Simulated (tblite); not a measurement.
C4H5NO.
Geometry (GFN2-xTB, Å), atoms numbered from 1 in this order:
```
atom  x, y, z in Å
C1     2.5133    0.4952   -0.5206
C2     1.5078   -0.0895   -0.2391
C3     0.2558   -0.7614    0.0524
N4    -0.8834    0.0543   -0.3297
C5    -1.8277    0.4156    0.5576
O6    -1.8670    0.0703    1.7110
H7     3.4088    0.9949   -0.7422
H8     0.2262   -1.7240   -0.4748
H9     0.1627   -0.9402    1.1288
H10   -0.8958    0.4210   -1.2677
H11   -2.5954    1.0665    0.0982
```

Computed values, GFN2-xTB/tblite, gas phase, harmonic and unscaled. Against measured fundamentals such values can be off by several per cent, at times by over 20. One conformer, not necessarily the lowest.

Harmonic wavenumbers (cm⁻¹): 46.3, 149.6, 246.6, 289.1, 299.9, 485.5, 508.7, 641.9, 677.7, 715.0, 915.6, 956.1, 993.9, 1040.9, 1160.2, 1190.9, 1294.9, 1373.4, 1412.1, 1416.6, 1771.7, 2290.5, 2769.9, 2897.9, 2954.4, 3395.2, 3464.9.

A = 11586, B = 1831, C = 1783 MHz; mass 83.037 u (most abundant isotopes); point group C1, symmetry number 1.

Problem. What is the zero-point energy?

Solution. ½Σν̃ = 17680 cm⁻¹ = 50.55 kcal/mol.

Problem. Entropy at 298.15 K, 1 bar (ideal gas, RRHO, classical rotation)?

Solution. Translation 39.19, rotation 26.54, vibration 15.23: S = 81.0 cal/(mol K).

Problem. And Cp and H(298.15 K) − H(0)?

Solution. Cp = 24.67 cal/(mol K), of which vibrations give 16.72 (their classical limit is 27 R = 53.7); H(298.15 K) − H(0) = 4.81 kcal/mol without the zero-point energy, 2.44 from vibrations.

Problem. What must be added to the electronic energy to get the Gibbs energy at 298.15 K and 1 bar?

Solution. ZPE + [H(298.15 K) − H(0)] − T·S = 50.55 + 4.81 − 24.14 = 31.22 kcal/mol.

Problem. Which modes carry the vibrational entropy at 298.15 K?

Solution. 46.3 cm⁻¹: 4.97; 149.6 cm⁻¹: 2.68; 246.6 cm⁻¹: 1.75; 289.1 cm⁻¹: 1.48; 299.9 cm⁻¹: 1.42; 485.5 cm⁻¹: 0.70 cal/(mol K); the other 21 give 2.24 together.

Problem. How do the functions run with temperature in this model?

Solution. 
```csv
T (K),S (cal/(mol K)),Cp (cal/(mol K)),H − H(0) (kcal/mol),G − H(0) (kcal/mol),ln q(vib)
150,67.2,16.2,1.78,-8.31,1.54
250,76.9,22.0,3.69,-15.53,2.88
400,89.0,29.9,7.60,-27.99,4.96
600,102.7,37.8,14.42,-47.20,7.71
900,119.6,45.4,27.01,-80.64,11.59
```

q(vib) and H(0) count from the zero-point level.

Problem. Blend soft modes into free rotors: weight 1/[1 + (100 cm⁻¹/ν̃)⁴] for the oscillator and the rest for a rotor with moment μB/(μ + B), μ = h/(8π²ν), B = 10⁻⁴⁴ kg m². What vibrational entropy results?

Solution. 13.92 cal/(mol K) in place of 15.23, which changes −T·S at 298.15 K by +0.39 kcal/mol.

Hindered rotation and anharmonicity are outside this model. Other conformers, if any are populated, would add a mixing term that is left out. The structure is chiral; the term R ln 2 for an equal mix with its mirror image is left out.

Hardware: one thread, Arm Neoverse V1, no GPU, on a shared host. The figure is for the frequency step alone.
